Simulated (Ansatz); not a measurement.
**A basis-limit estimate, worked out**

The pair of HF (SMILES F, atoms 1–2) and N$_{2}$ (SMILES N#N, atoms 3–4), both closed shells, in one local arrangement (a lower one may exist), relaxed at PBE0-D4/def2-TZVP:

```
4
angstrom
F -0.0829 -0.1236 -1.9742
H -0.0436 -0.0630 -1.0530
N 0.0409 0.0616 0.9708
N 0.0856 0.1248 2.0564
```

Both fragments are computed in the basis of the whole pair.

Ansatz 0.2.0; basis: def2-TZVPPD and def2-QZVPPD; cores frozen in the correlated methods.

Energies in eV:

| quantity | pair | first fragment | second fragment |
| --- | --- | --- | --- |
| Hartree–Fock, triple zeta (X = 3) | -5688.74463 | -2722.93446 | -2965.77173 |
| Hartree–Fock, quadruple zeta (X = 4) | -5688.96862 | -2723.04394 | -2965.88586 |
| MP2 correlation, X = 3 | -17.61044 | -7.44624 | -10.10593 |
| MP2 correlation, X = 4 | -18.93600 | -8.10240 | -10.77141 |
| CCSD(T) correlation, X = 3 | -18.31911 | -7.68567 | -10.57956 |

Task: Work out the interaction energy at the basis limit: extrapolate Hartree–Fock as E(X) = E∞ + A exp(−7.88 √X) and the MP2 correlation as E(X) = E∞ + B X^−2.97 (the exponents that Neese and Valeev fitted for def2-TZVPP and QZVPP, reused here for the diffuse sets), then add CCSD(T) − MP2 in triple zeta.

Result: Each step is linear, so take the differences first (pair − first fragment − second fragment): Hartree–Fock -0.03844 (X = 3) and -0.03882 (X = 4); MP2 correlation -0.05827 and -0.06219; CCSD(T) correlation -0.05388.
Two points give E∞ = E(4) + w [E(4) − E(3)], with w = 1/(exp(7.88 (2 − √3)) − 1) = 0.1377 for Hartree–Fock and w = 1/((4/3)^2.97 − 1) = 0.7407 for the correlation.
Hartree–Fock: -0.03882 + 0.1377 × (-0.00038) = -0.0389 eV.
MP2 correlation: -0.06219 + 0.7407 × (-0.00392) = -0.0651 eV.
CCSD(T) − MP2: -0.05388 − (-0.05827) = 0.0044 eV.
Sum: -0.0389 + (-0.0651) + 0.0044 = -0.0996 eV, or -2.30 kcal/mol. Plain CCSD(T) in triple zeta gives -0.0923 eV, so the larger basis shifts the result by -0.0073 eV.

The T1 diagnostic stays at or below 0.014.

For scale, one of the runs: CCSD(T)/def2-TZVPPD, 131 basis functions, launched by `ansatz run in.yaml --threads 2 --pin off --events-out ev --progress --plain --max-ram 5222MiB`. The run took about 4.3 s on 2 CPU threads of an Arm Neoverse V1 (shared host).
